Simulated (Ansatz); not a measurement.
Pulling the pair apart

The pair of H₂O (SMILES O, atoms 1–3) and CO (SMILES [C-]#[O+], atoms 4–5), both closed shells, in one local arrangement (a lower one may exist), relaxed at PBE0-D4/def2-TZVP:

O1  (-0.275, -0.022, -1.652)
H2  (-0.171, -0.021, -0.695)
H3  (0.612, -0.133, -2.001)
C4  (-0.056, 0.056, 1.615)
O5  (-0.110, 0.120, 2.733)
(Å)

CO is shifted rigidly along the line between the mean atom positions of the two fragments (negative: closer). Counterpoise interaction energies in kJ/mol. Program: Ansatz 0.2.0. Basis: def2-TZVPPD. Cores are frozen in the correlated methods. B3LYP uses VWN-RPA correlation.

```tsv
shift (Å)	MP2	B3LYP-D4	wB97M-V
-0.23	-4.8	-5.6	-4.3
-0.12	-6.7	-7.1	-6.2
0.00	-7.5	-7.7	-7.0
0.12	-7.6	-7.6	-7.1
0.28	-7.1	-7.0	-6.6
0.58	-5.7	-5.2	-5.1
1.16	-3.2	-2.7	-2.8
2.31	-1.1	-0.9	-0.9
```

(1) What does CCSD(T) give at these shifts? (To be estimated.)

No T1 diagnostic of these runs exceeds 0.016.

## Answers

(1) Computed: -3.9, -5.9, -6.8, -7.0, -6.7, -5.3, -2.9, -1.0 kJ/mol. For zero shift, CCSD(T) at an estimated basis limit (MP2 extrapolated from triple and quadruple zeta, plus CCSD(T) − MP2 in triple zeta) gives -7.4 kJ/mol. These are counterpoise interaction energies, counted from the two frozen fragments.

For scale, one of the runs: CCSD(T)/def2-TZVPPD, 151 basis functions, launched by `ansatz run in.yaml --threads 2 --pin off --events-out ev --progress --plain --max-ram 5222MiB`. The run took 14 s on 2 CPU threads of an Arm Neoverse V1 (shared host), with 1 GiB of host memory at its peak.
